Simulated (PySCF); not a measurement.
Isomers of C5H11N, mass 85.089 u with the commonest isotopes. Method used: PBE0/def2-SVPD in PySCF (dipole) on a GFN2-xTB geometry, gas phase. One conformer each, none proved a minimum here; rigid rotors.

Question: Order these by rotational constant C, smallest first.
A. `C(=N/[H])/C(C)(C)C`
B. `[CH2:1]=[N:2][C@H:3]([CH3:4])[CH2:5][CH3:6]` with C1–N2–C3–C4 -121°, N2–C3–C5–C6 -69°
C. `[CH2:1]=[CH:2][C@@H:3]([CH3:4])[NH:5][CH3:6]` with C1–C2–C3–C4 108°, C2–C3–N5–C6 70°

Answer: C (1926 MHz), B (1970 MHz), A (2709 MHz).

Question: Order these by rotational constant A, smallest first.
A. `[CH2:1]=[N:2][C@H:3]([CH3:4])[CH2:5][CH3:6]` with C1–N2–C3–C4 -121°, N2–C3–C5–C6 -69°
B. `[CH2:1]=[CH:2][C@@H:3]([CH3:4])[NH:5][CH3:6]` with C1–C2–C3–C4 108°, C2–C3–N5–C6 70°
C. `[H]/N=C\C(C)(C)C`

Answer: A (4041 MHz), B (4171 MHz), C (4447 MHz).

Question: Order these by dipole moment, smallest first.
A. `[CH2:1]=[CH:2][C@@H:3]([CH3:4])[NH:5][CH3:6]` with C1–C2–C3–C4 108°, C2–C3–N5–C6 70°
B. `[CH2:1]=[N:2][C@H:3]([CH3:4])[CH2:5][CH3:6]` with C1–N2–C3–C4 -121°, N2–C3–C5–C6 -69°
C. `N(/[H])=C/C(C)(C)C`

Answer: A (1.00 D), B (1.30 D), C (2.59 D).

```
          SMILES  point group  Ia (u·Å²)  Ib (u·Å²)  Ic (u·Å²)      κ  μa (D)  μb (D)  μc (D)
   C=N[C@H](C)CC           C1     125.06     158.48     256.54   0.18    0.13    0.19    1.27
  C=C[C@@H](C)NC           C1     121.17     168.58     262.44  -0.04    0.33    0.29    0.89
[H]/N=C\C(C)(C)C           Cs     113.65     183.19     186.57  -0.94    2.48    0.73    0.01
```
